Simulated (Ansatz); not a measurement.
Results of PBE-D4 in Ansatz (PAW) for chalcopyrite CdGeAs2.

Numerical settings: plane-wave cutoff 520 eV, 8×8×8 k mesh, Fermi–Dirac smearing 0.01 eV, scalar-relativistic PAW data made under PBE.

A third-order Birch–Murnaghan fit to the energies gives V0 = 25.200 Å³/atom, B0 = 59.2 GPa, B′ = 4.7.

```
V (Å³/atom)  P (GPa)
-----------  -------
24.194             ?
24.698             ?
25.203        -0.006
25.707        -1.125
26.211        -2.123
```

**Question.** Estimate the withheld pressures from this fit; the answers are the runs' own values.

**Answer.** 
- 24.194, P (GPa): 2.652
- 24.698, P (GPa): 1.248

The formula P = (3/2) B0 (x^(7/3) − x^(5/3)) [1 + (3/4)(B′ − 4)(x^(2/3) − 1)] with x = V0/V meets the computed pressures within 0.01 GPa when these rounded values are put in.

Shape and atoms are relaxed at each volume.

Measured, for comparison: bulk modulus 69.9 GPa (temperature not stated, not corrected to a static lattice; as tabulated in Toher et al. (2017), arXiv:1611.05714). Computed (rounded) less measured: bulk modulus -15 %.

Note: the bulk modulus comes from volumes at which shape and atoms were relaxed.

The computed numbers hold no vibrational or temperature effects.

It cost very roughly 30 core-minutes of CPU time.

Ansatz is an electronic-structure program.
